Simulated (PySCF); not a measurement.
**Broadened absorption spectrum of 3-fluoropropenenitrile**

Species: 3-fluoropropenenitrile, C3H2FN.
SMILES: `N#C/C=C/F`

Computed with PySCF 2.14.0, density-fitted response routines, TDDFT wB97X-D/def2-SVPD, vertical, gas phase, core orbitals frozen in the response. Geometry: PBE0-D3(BJ)/def2-SVP; no solvent, vibrations or thermal averaging.

Computed states:

```
state  E (eV)       f
   S1    6.39   0.326
   S2    6.63  0.0000
   S3    6.87  0.0001
   S4    7.96  0.0092
   S5    8.12   0.013
   S6    8.26   0.172
   S7    8.46  0.0001
   S8    8.57  0.0000
   S9    9.07   0.023
  S10    9.19  0.0079
```

Each state is given a Gaussian of 0.25 eV full width at half maximum, with ε(max) = 2.175×10⁸ f / Δν̃ (Δν̃ the width in cm⁻¹). The width is an assumption, not a result. The curve ends short of the highest state used, and states not computed would add to its high-energy end.

(1) What does the envelope look like, and where are its maxima?

(2) On this curve, what absorbance would a 10⁻³ mol/L sample give at 193 nm over a 1 cm path?

Results:

(1) 
E (eV), ε (L mol⁻¹ cm⁻¹) and a bar:
```
     6.01         61 
     6.06        291 
     6.11       1120 #
     6.15       2805 ##
     6.20       7239 ######
     6.25      14964 #############
     6.29      22803 ###################
     6.34      31622 ###########################
     6.39      35127 ##############################
     6.43      32570 ############################
     6.48      24271 #####################
     6.53      14490 ############
     6.57       8176 #######
     6.62       3276 ###
     6.67       1053 #
     6.72        274 
     6.76         83 
     6.81         20 
     6.86         10 
     6.90          8 
     6.95          6 
     7.00          3 
     7.04          2 
     7.09          1 
     7.14          0 
     7.18          0 
     7.23          0 
     7.28          0 
     7.32          0 
     7.37          0 
     7.42          0 
     7.46          0 
     7.51          0 
     7.56          1 
     7.60          3 
     7.65         13 
     7.70         48 
     7.74        114 
     7.79        281 
     7.84        568 
     7.88        883 #
     7.93       1388 #
     7.98       2133 ##
     8.02       3148 ###
     8.07       5438 #####
     8.12       9237 ########
     8.16      13072 ###########
     8.21      17424 ###############
     8.26      19170 ################
     8.31      17148 ###############
     8.35      13446 ###########
     8.40       8158 #######
     8.45       3977 ###
     8.49       1912 ##
     8.54        631 #
     8.59        169
```

Maxima: 194 nm (6.39 eV), ε about 35000, made up of S1 (100%); 150 nm (8.26 eV), ε about 19000, made up of S6 (97%) (ε in L mol⁻¹ cm⁻¹; maxima over ε = 5, shares over 10%).

(2) 193 nm is 6.424 eV, where ε is about 33000 L mol⁻¹ cm⁻¹, so A = ε c l ≈ 33 (Beer–Lambert, with the gas-phase spectrum and the assumed width).

All these states lie below the vertical ionisation energy of 10.73 eV (ΔSCF).

Time: 21 s wall. Hardware: an Arm Neoverse N1 with one thread, on a shared host.
